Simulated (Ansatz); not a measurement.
Results of LDA in Ansatz (plane waves, PAW) for GeS (Pnma, No. 62).

Numerical settings: plane-wave cutoff 520 eV, 16×14×6 k mesh (along the axes of the cell as run), Fermi–Dirac smearing 0.05 eV, scalar-relativistic PAW data made under PBE.

A third-order Birch–Murnaghan fit to the energies gives V0 = 18.960 Å³/atom, B0 = 42.9 GPa, B′ = 7.2.

```csv
V (Å³/atom),P (GPa)
18.202,[?]
18.581,[?]
18.961,-0.005
19.340,[?]
19.719,[?]
```

Q: Estimate the withheld pressures from this fit; the answers are the runs' own values.

A: 
- 18.202, P (GPa): 2.023
- 18.581, P (GPa): 0.933
- 19.340, P (GPa): -0.795
- 19.719, P (GPa): -1.454

The formula P = (3/2) B0 (x^(7/3) − x^(5/3)) [1 + (3/4)(B′ − 4)(x^(2/3) − 1)] with x = V0/V meets the computed pressures within 0.01 GPa when these rounded values are put in.

Shape and atoms are relaxed at each volume.

Measured, for comparison: equilibrium volume per atom 20.48 Å³/atom (temperature not stated, copied from a table, unchecked, not corrected to a static lattice; as tabulated in Acta Crystallographica B 34, 1322 (1978)). Computed less measured: equilibrium volume per atom not scored (unchecked).

Note: the volume lies 7 % below that of the published cell.

Static lattice: no zero-point or thermal effects.

The result took around 100 core-minutes (rough).

Ansatz is a program for electronic structure.
